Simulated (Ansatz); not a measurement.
# Bismuth, A7 rhombohedral: convergence with Methfessel-Paxton smearing

Computed with Ansatz, LDA, scalar-relativistic PAW, on the relaxed cell (a = 4.490 Å, c = 11.517 Å (c/a = 2.565); spin not included). Errors count from a run at 420 eV on a Γ-centred 14×14×14 mesh with Fermi-Dirac smearing of 0.1 eV, extrapolated to zero width. Fixed here: cutoff 420 eV, mesh 9×9×9. The SCF starts from atomic densities corrected by a trained network.

```
width (eV)  E(σ→0) error (meV/atom)  F error (meV/atom)  P (GPa)  SCF iterations
      0.01                     -5.9                -5.9    -0.01               5
      0.03                     -5.9                -5.9    -0.01               5
       0.1                     -6.0                -6.0    -0.01               6
       0.2                     -6.0                -5.8    -0.01               6
       0.3                     -6.2                -5.0    -0.01               5
       0.6                     -2.1                 4.5    -0.10               6
       1.0                     11.7                23.2    -0.18               6
```
